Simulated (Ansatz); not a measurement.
# AlNH₂+ (quartet): the correlation ladder, 6-31G

The task here is to estimate one member of a computed series from the others.

Computed with Ansatz 0.2.0, Gaussian basis. Level: 6-31G, core rule «outside noble gas», up to 6 orbitals frozen.

To be run: UHF; CCSD(T) on ROHF; CCSD(T) on UHF; BCCD(T) on ROHF; CISD; CCSDT(Q) on ROHF; CCSDT(Q) on UHF; CISDTQ; CCSDTQ on ROHF; CCSDTQ on UHF; Full CI.

16 further runs of the same task are left out: 11 for a known fault of the program, 5 set aside as unsound or not needed.

### What is computed

The geometry is a PBE0/def2-TZVP stationary point (not a proven minimum) of the parent state, kept for this charge and spin.

4 atoms, charge 1, spin multiplicity 4.

Atoms are counted from 1 here; the program's logs count them from 0.

Bond lengths: Al1–N2 1.771 Å, N2–H3 1.007 Å, N2–H4 1.007 Å. Angles: Al1–N2–H3 124.1°, Al1–N2–H4 124.1°, H3–N2–H4 111.7°.

The first run:

File in.yaml:

```yaml
crystal:
  periodic: [false, false, false]
  atoms:
    - {symbol: Al, position_ang: [0.000000, 0.000000, 0.686473]}
    - {symbol: N, position_ang: [0.000000, 0.000000, -1.084932]}
    - {symbol: H, position_ang: [0.000000, 0.833405, -1.649784]}
    - {symbol: H, position_ang: [0.000000, -0.833405, -1.649784]}
basis:
  gaussian: {orbitals: 6-31G}
total_charge: 1
magnetization: {spin_polarized: true, initial_magnetization: 3}
hamiltonian: {xc: hf}
output: {orbitals: {seedname: orbitals}}
```

On the command line:

```bash
ansatz run in.yaml --threads 1 --pin off --events-out ev --progress --plain --max-ram 4096MiB --backend cpu
```

Steps of the session up to this table: UHF; CCSD(T) on ROHF; CCSD(T) on UHF; BCCD(T) on ROHF; CISD; CCSDT(Q) on ROHF; CCSDT(Q) on UHF; CISDTQ; CCSDTQ on ROHF; CCSDTQ on UHF; Full CI.

One of the session's tables, all rows but one given; the rest of the session is left out.

```
   method  from FCI (kcal/mol)
     ROHF               +67.44
      UHF               +66.06
     RMP2               +10.65
     UMP2               +10.35
     CISD                +3.05
    RCCSD                +0.99
    UCCSD                +0.96
 RCCSD(T)                +0.25
 UCCSD(T)                +0.23
  BCCD(T)                +0.26
   RCCSDT                +0.12
   UCCSDT                    ?
   CISDTQ                +0.06
RCCSDT(Q)                +0.01
UCCSDT(Q)                -0.02
  RCCSDTQ                 0.00
  UCCSDTQ                -0.02
      FCI                    0
```

Estimate the missing values for UCCSDT.

**Answer.** from FCI (kcal/mol): +0.09. In the column «from FCI (kcal/mol)» it lies between CISDTQ (+0.06) and RCCSDT (+0.12).

Some runs used a GPU and others CPU threads alone; cost is compared among the CPU runs only.

Among the levels timed on like hardware, those that no quicker one beats, quickest first: CISD (0.88 s, +3.05 kcal/mol); RCCSD(T) (1.2 s, +0.25 kcal/mol); UCCSD(T) (1.5 s, +0.23 kcal/mol); UCCSDT(Q) (3.7 s, -0.02 kcal/mol); RCCSDT(Q) (4 s, +0.01 kcal/mol).

To keep in mind: The yardstick is full CI for this spin, exact in this basis with these frozen cores. Levels on UHF freeze UHF's core orbitals, full CI those of ROHF, so the U rows can settle a little off it for that reason alone. Restricted and unrestricted rows rest on different reference determinants; where their highest levels disagree by more than a few hundredths of an eV, they describe different states and don't form one ladder.
